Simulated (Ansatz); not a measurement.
Results of r²SCAN+rVV10 (Ansatz, a program for electronic structure, plane waves, PAW) for hcp Zr.

Run with plane-wave cutoff 600 eV, 24×24×12 k mesh (along the axes of the cell as run), Fermi–Dirac smearing 0.039 eV (set by the program), scalar-relativistic PAW data made under PBE.

Cell (relaxed at this level):

```yaml
crystal:
  lattice:
    - [3.23392, 0.00000, 0.00000]
    - [-1.61696, 2.80066, 0.00000]
    - [0.00000, 0.00000, 5.13825]
  atoms:
    - { symbol: Zr, position: [0.66667, 0.33333, 0.75000] }
    - { symbol: Zr, position: [0.33333, 0.66667, 0.25000] }
```

Predict the elastic constant C66, elastic constant C33, Poisson ratio, Voigt–Reuss–Hill bulk modulus, elastic constant C11, elastic constant C12, elastic constant C13 and elastic constant C44.


- elastic constant C66: 44.3 GPa
- elastic constant C33: 169 GPa
- Poisson ratio: 0.315
- Voigt–Reuss–Hill bulk modulus: 96.6 GPa
- elastic constant C11: 155 GPa
- elastic constant C12: 66.5 GPa
- elastic constant C13: 64.5 GPa
- elastic constant C44: 34.1 GPa

Measured, for comparison: elastic constant C33 172 GPa, elastic constant C11 155 GPa, elastic constant C12 67.2 GPa, elastic constant C13 64.6 GPa, elastic constant C44 36.3 GPa (4 K, zero-point motion not removed; as tabulated in Clouet (2012), arXiv:1210.1082). Computed (rounded) less measured: elastic constant C33 -2 %, elastic constant C11 0.0 %, elastic constant C12 -1 %, elastic constant C13 -0.2 %, elastic constant C44 -6 %.

Elastic constants are with the ions relaxed.

The computed numbers hold no vibrational or temperature effects.

The result took very roughly 60 core-minutes.
